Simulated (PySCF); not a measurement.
Delta-SCF ions had no search for a lower state. 

**H2O, SMILES `O` (charge 0, multiplicity 1)**

Calculation: PBE-D3(BJ)/def2-TZVP // PBE0-D3(BJ)/def2-SVP run with PySCF 2.14.0.

The HOMO is -6.98 eV. The dipole moment is 2.05 D, the HOMO–LUMO gap comes out as 6.93 eV and the LUMO is -0.05 eV. The vertical ionisation energy (Delta-SCF) is 12.69 eV and the total energy is -76.3770 Ha. The cost comes out as roughly 7 core-seconds.

Bond lengths (Å): O1–H2 0.963, O1–H3 0.963. Bond angles (°): H2–O1–H3 103.1.
